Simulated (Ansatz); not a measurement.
2H WS2, treated with PBE+SOC (Ansatz, an electronic-structure program, plane waves, PAW).

Settings: plane-wave cutoff 520 eV, 12×12×4 k mesh (along the axes of the cell as run), Fermi–Dirac smearing 0.01 eV, PAW data made under PBE.

Properties against volume:

Shape and atoms are relaxed at each volume.

```csv
V (Å³/atom),P (GPa),direct gap at Γ (eV),smallest gap on the k mesh (eV),c (Å)
20.947,0.11,2.525,1.509,14.296
21.383,0.04,2.560,1.543,14.589
21.820,0.00,2.591,1.552,14.883
22.256,-0.03,2.619,1.551,15.178
22.692,-0.05,2.644,1.551,15.474
```

The fundamental gap (1.55 eV at the equilibrium volume, with added k points) lies elsewhere than Γ–Γ.

Measured, for comparison: band gap 1.35 eV (room temperature, not corrected to a static lattice, bulk 2H; as tabulated in Bastos et al. (2019), arXiv:1903.08112).

Note: for a layered or molecular solid the relaxed cell lies over 5 % above the published volume, where the minimum can be shallow; the cell comes from a level without a dispersion term, which matters for the spacing of layers, chains or molecules.
